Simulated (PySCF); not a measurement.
**SiF₂⁺: from structure and modes to constants**

Level of theory: UPBE0/[Si def2-TZVP, F def2-TZVP], no relativity, density fitting, PySCF.

The doublet minimum has C2v symmetry. Masses (u): Si 27.97693, F 18.99840.

```xyz
3
charge 1 multiplicity 2, angstrom
Si    0.0000    0.0000   -0.4422
F     1.3272    0.0000    0.3253
F    -1.3272    0.0000    0.3253
```

Harmonic wavenumbers (cm⁻¹): 288.8 (a1, ×1), 941.6 (a1, ×1), 1131.9 (b2, ×1).

Q: Find the principal moments of inertia and the rotational constants. What kind of rotor is it?

A: About the centre of mass I = 9.4905, 66.932, 76.423 u Å². With B = 16.8576/I this gives 1.776, 0.2519, 0.2206 cm⁻¹. The molecule is an asymmetric top with κ = -0.96.

Q: Find the vibrational entropy and heat capacity at 298.15 K.

A: With u = 1.43878 ω/T, each mode gives S = R[u/(eᵘ−1) − ln(1−e⁻ᵘ)] and C = R u² eᵘ/(eᵘ−1)².
```
ω (cm⁻¹)      u  S (J/(mol K))  C (J/(mol K))
   288.8  1.394           6.20           7.09
   941.6  4.544           0.49           1.86
  1131.9  5.462           0.23           1.06
```
The sums over all modes are S = 6.9 and C = 10.0 J/(mol K); the softest mode gives 90 % of the entropy.

This need not be the most stable arrangement of these atoms.
